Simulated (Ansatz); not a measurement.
# Property card for Sn4Pd

Computed with DFT PBEsol, scalar-relativistic, plane waves, PAW in Ansatz 0.2.0.

Settings: cutoff 420 eV, Γ-centred mesh 6×6×6 on the computed 10-atom cell, Gaussian smearing of 0.10 eV; no spin polarisation.

The structure is relaxed at this level of theory with its symmetry kept. Whether it is the stable form of this composition wasn't checked.

```xyz
10
Lattice="3.2208 -5.7184 0.0000 3.2208 5.7184 0.0000 0.0000 0.0000 6.3962" Properties=species:S:1:pos:R:3 pbc="T T T"
Sn    5.3567   -1.4398    5.3103
Sn    1.0849    1.4398    5.3103
Sn    5.3567    1.4398    1.0859
Sn    1.0849   -1.4398    1.0859
Sn    4.3057    1.4398    4.2840
Sn    2.1359   -1.4398    4.2840
Sn    4.3057   -1.4398    2.1122
Sn    2.1359    1.4398    2.1122
Pd    3.2208    0.0000    0.0000
Pd    0.0000    0.0000    3.1981
```

Task: Formation energy from the elements' standard states (uncorrected)?

Result: -0.276 eV/atom.

Task: Density of states at the Fermi level?

Result: 3.20 states/eV per cell.

Task: Löwdin character within 0.5 eV of the Fermi level?

Result: Sn 5p 70 %, Sn 5s 17 %, Pd 4d 9 %.

Task: Bulk modulus?

Result: 68 GPa.

Task: Its pressure derivative?

Result: 5.5.

Task: Bader charges (e)?

Result: Sn (8 in the cell) 0.21, Pd (2 in the cell) -0.84.